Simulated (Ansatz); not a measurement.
Reaction: CH2O2 (SMILES C(O)=O) → CHO2 (SMILES [O]C=O, doublet) + H (doublet) (the H-O bond breaks)
Each species at its own B3LYP-D3(BJ)/def2-TZVP minimum (Ansatz, a first-principles code), one conformer.

Total energies in hartree (Ansatz). UHF or UKS for unpaired electrons; spin-orbit terms are left out. Cores are frozen in correlated methods. No relativity. For partners of very few electrons the exact lower level stands in for a higher one. The UHF reference of CHO2 ([O]C=O, doublet) is spin-contaminated (<S^2> up to 0.04 over the pure value in the sets run). The determinant of CHO2 ([O]C=O, doublet) is a saddle point of the SCF energy; a lower one exists, which strains HF and MP2.

```csv
species,HF/cc-pVTZ,CCSD(T)/cc-pVTZ,HF/cc-pVQZ,CCSD(T)/cc-pVQZ,CCSD(T)/cc-pVDZ,CCSDT(Q)/cc-pVDZ
1: CH2O2 (SMILES O=CO),-188.84121,-189.50180,-188.85603,-189.56158,-189.30834,-189.31046
"2: CHO2 (SMILES [O]C=O, doublet)",-188.15519,-188.81015,-188.16984,-188.86803,-188.62526,-188.62938
3: H (doublet),-0.49981,-0.49981,-0.49995,-0.49995,-0.49928,-0.49928
```

Question: Work out the bond dissociation energy (electronic) in kcal/mol: take Hartree-Fock from cc-pVQZ, extrapolate the CCSD(T) correlation energy as X^-3 (X = 3, 4), and add CCSDT(Q) - CCSD(T) in cc-pVDZ. 1 hartree = 627.51 kcal/mol.

Answer: 
Species 1: correlation (64·(-0.70555) - 27·(-0.66059))/37 = -0.73836; step -0.00212; E1 = -188.85603 + (-0.73836) + (-0.00212) = -189.59651
Species 2: correlation (64·(-0.69819) - 27·(-0.65496))/37 = -0.72974; step -0.00412; E2 = -188.16984 + (-0.72974) + (-0.00412) = -188.90370
Species 3: correlation (64·(0.00000) - 27·(0.00000))/37 = 0.00000; step +0.00000; E3 = -0.49995 + (0.00000) + (+0.00000) = -0.49995
-1·E1 +1·E2 +1·E3 = 0.19286 hartree = 121.0 kcal/mol.
